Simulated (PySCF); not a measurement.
**Multinuclear NMR of C₂H₂F₂**

Numbering as in the mapped SMILES `[CH2:1]=[C:2]([F:3])[F:4]`. Each H is labelled by its parent atom.

- structure optimised with PBE0-D3(BJ)/def2-TZVP
- shieldings: GIAO B97-2/pcSseg-2
- B3LYP/pcJ-2 coupling constants
- run in PySCF
- no relativistic terms, rapidly exchanging positions averaged, one computed conformer, in vacuum

**Question.** Predict the $^{19}$F NMR data.

**Answer.** 
| atoms | environment | σ (ppm) | δ (ppm) |
| --- | --- | --- | --- |
| F3/F4 | vinylic fluorine | 256.6 | -80.2 |

Shieldings were converted by a linear fit to measured shifts: $^{19}$F: δ = 163.32 − 0.949σ +9.6 on sp3 carbon (rms 4.2 ppm, 161 shifts, 5.7 ppm with the 8 outliers that the fit left out vs CFCl3, solution or neat liquid). Occasional misses reach two or three times the rms, and more in compound classes unlike the fitted ones. Couplings are scaled by factors fitted to measured values: $^{2}J$(H,H) × 0.91 (rms 0.8 Hz), $^{1}J$(C,F) × 0.78 (rms 5.7 Hz), $^{2}J$(C,F) × 1.03 (rms 1.6 Hz, 5.1 with 1 outliers); all others are unscaled and can be 10–30 % off.

Couplings (the largest are listed; each averaged over equivalent pairs): $^{1}J$(C2,F3) = -286.4 Hz, $^{2}J$(F3,F4) = -76.7 Hz, $^{2}J$(C1,F3) = 30.2 Hz, $^{3}J$(F3,H(C1)) = 32.8 Hz.

On a 600 MHz spectrometer $^{19}$F resonates near 564.6 MHz, so 1 ppm is 564.6 Hz.
